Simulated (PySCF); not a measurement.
Relaxation of singlet P₂H₆

All numbers come from PySCF, PBE0, basis P def2-TZVP, H def2-TZVP (no relativity, density fitting). A (50,194) grid was used.

A start displaced from a saddle point along its imaginary mode, of Ci symmetry, held to at least that symmetry:

```xyz
8
charge 0 multiplicity 1, angstrom
P    -0.0200    0.0030    2.6738
P     0.0200   -0.0030   -2.6738
H     1.3112   -0.0179    3.2323
H    -0.4733    1.0118    3.5865
H    -0.4734   -1.0477    3.5309
H     0.4734    1.0477   -3.5309
H    -1.3112    0.0179   -3.2323
H     0.4733   -1.0118   -3.5865
```

Problem. What forces act on the atoms at the start (eV/Å)?

Solution. 
```
atom     Fx     Fy     Fz
  P1   0.24   0.03   0.49
  P2  -0.24  -0.03  -0.49
  H3  -0.44   0.02  -0.16
  H4   0.12  -0.16  -0.19
  H5   0.08   0.11  -0.14
  H6  -0.08  -0.11   0.14
  H7   0.44  -0.02   0.16
  H8  -0.12   0.16   0.19
```

Problem. What does it relax to?

Solution. It ends at Ci with P–H 1.420 Å (×2), P–H 1.423 Å (×4); H–P–H 93.1° (×6) (after a last refinement on a finer grid). The molecule has come apart into PH₃ + PH₃. A frequency run shows a minimum.

Problem. How much energy is released, and in how many steps?

Solution. 4.0 kJ/mol in 38 steps.

The relaxation took 55 s on 4 threads of a shared Arm Neoverse V1 host, with 110 basis functions and 42 gradients; the process peaked at 1.9 GiB.
